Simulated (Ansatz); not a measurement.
**C₄H₈: how energies converge with the basis set**

How large a basis does C₄H₈ need? Two functionals are run in growing sets.

Computed with Ansatz 0.2.0, Gaussian basis. Level: one geometry, several basis sets.

The runs, in order: PBE0-D4/def2-SVP; ωB97M-V/def2-SVP; PBE0-D4/def2-QZVPP; ωB97M-V/def2-QZVPP; the functionals' def2-TZVPP values are taken from earlier runs.

**1. Structure used throughout**

The geometry comes from an earlier relaxation with PBE0-D4 in a triple-zeta def2 set; it is a stationary point, not always the lowest conformer.

SMILES `C/C=C\C`, 12 atoms, charge 0, spin multiplicity 1.

Atoms are counted from 1 here; the program's logs count them from 0.

Bond lengths: C1–C2 1.491 Å, C1–H5 1.095 Å, C1–H6 1.095 Å, C1–H7 1.090 Å, C2–C3 1.330 Å, C2–H8 1.088 Å, C3–C4 1.491 Å, C3–H9 1.088 Å, C4–H10 1.095 Å, C4–H11 1.090 Å, C4–H12 1.095 Å. Angles: C2–C1–H5 110.7°, C2–C1–H6 110.7°, C2–C1–H7 112.9°, H5–C1–H6 106.5°, H5–C1–H7 107.8°, H6–C1–H7 107.8°, C1–C2–C3 127.6°, C1–C2–H8 115.2°, C3–C2–H8 117.2°, C2–C3–C4 127.6°, C2–C3–H9 117.2°, C4–C3–H9 115.2°, C3–C4–H10 110.7°, C3–C4–H11 112.9°, C3–C4–H12 110.7°, H10–C4–H11 107.8°, H10–C4–H12 106.5°, H11–C4–H12 107.8°.

**2. PBE0-D4 in def2-SVP**

in.yaml reads:

```yaml
crystal:
  periodic: [false, false, false]
  atoms:
    - {symbol: C, position_ang: [-1.020452, 1.260654, -0.103302]}
    - {symbol: C, position_ang: [-0.674976, 0.098533, 0.764522]}
    - {symbol: C, position_ang: [0.274341, -0.811141, 0.562628]}
    - {symbol: C, position_ang: [1.227064, -0.893100, -0.581328]}
    - {symbol: H, position_ang: [-2.063620, 1.203394, -0.430475]}
    - {symbol: H, position_ang: [-0.919216, 2.200377, 0.449152]}
    - {symbol: H, position_ang: [-0.394420, 1.327137, -0.993076]}
    - {symbol: H, position_ang: [-1.278239, -0.004116, 1.663971]}
    - {symbol: H, position_ang: [0.380223, -1.593318, 1.311269]}
    - {symbol: H, position_ang: [1.119366, -1.846960, -1.107693]}
    - {symbol: H, position_ang: [1.087802, -0.092864, -1.308146]}
    - {symbol: H, position_ang: [2.262136, -0.848597, -0.227532]}
basis:
  gaussian: {orbitals: def2-SVP}
hamiltonian: {xc: pbe0, dispersion: d4}
output: {orbitals: {seedname: orbitals}}
```

Launch:

```bash
$ ansatz run in.yaml --threads 4 --pin off --events-out ev --progress --plain --max-ram 10444MiB
```

After this run come: ωB97M-V in def2-SVP; PBE0-D4 in def2-QZVPP; ωB97M-V in def2-QZVPP.

Before running them: what should the planned runs give, taken together? Wanted: PBE0-D4: double and triple zeta above quadruple; ωB97M-V: double and triple zeta above quadruple.

As calculated:

| quantity | value |
| --- | --- |
| PBE0-D4: double and triple zeta above quadruple | 4.88, 0.24 eV |
| ωB97M-V: double and triple zeta above quadruple | 5.18, 0.24 eV |

For PBE0-D4 the step from double to triple zeta gains 4.64 eV and the next only 0.24 eV. Total energies overstate the basis error of differences, where much of it tends to cancel. The LUMO of ωB97M-V is positive and keeps falling with the basis (3.18 to 1.95 eV): an unbound level that the basis holds in place.
